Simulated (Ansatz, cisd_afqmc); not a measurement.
System: C3H3, charge 0, doublet. C3H3 (SMILES [CH]1C=C1, doublet).
B3LYP-D3(BJ)/def2-TZVP minimum from Ansatz (a first-principles code):
```xyz
6

C      0.0018     0.0071     0.8842
C      0.0467    -0.6576    -0.4096
C      0.0561     0.6501    -0.4202
H     -0.7909     0.0189     1.6308
H      0.0705    -1.5781    -0.9660
H      0.0930     1.5610    -0.9914
```
Charge 0, spin multiplicity 2.

Total energies in cc-pVDZ, 15 correlated electrons, 3 frozen orbitals. Open shells are spin-unrestricted; no spin-orbit coupling. Cores are frozen in correlated methods. No relativity. AFQMC/CISD: phaseless, guided by CISD from CCSD amplitudes; bars are statistical, one sigma. Outlying blocks are dropped, and bars are widened where a walk drifts. Over all cases where full CI ran beside it in this data, AFQMC minus full CI had a median of +0.1 mEh and passed +0.4 mEh in a tenth of the cases.

```json
[
 {"method": "HF", "program": "Ansatz", "energy (Eh)": "-115.20365", "minus CCSDT(Q) (mEh)": "412.75"},
 {"method": "MP2", "program": "Ansatz", "energy (Eh)": "-115.57134", "minus CCSDT(Q) (mEh)": "45.06"},
 {"method": "CCSD", "program": "Ansatz", "energy (Eh)": "-115.59922", "minus CCSDT(Q) (mEh)": "17.18"},
 {"method": "CCSD(T)", "program": "Ansatz", "energy (Eh)": "-115.61460", "minus CCSDT(Q) (mEh)": "1.80"},
 {"method": "CCSDT(Q)", "program": "Ansatz", "energy (Eh)": "-115.61640", "minus CCSDT(Q) (mEh)": "0.00"},
 {"method": "AFQMC/CISD", "program": "cisd_afqmc", "energy (Eh)": "-115.6162 ± 0.0004", "minus CCSDT(Q) (mEh)": "0.2 ± 0.4"}
]
```

Rough core times of Ansatz's runs on a shared machine: CCSD(T) under 20 s, CCSDT(Q) 3 min.
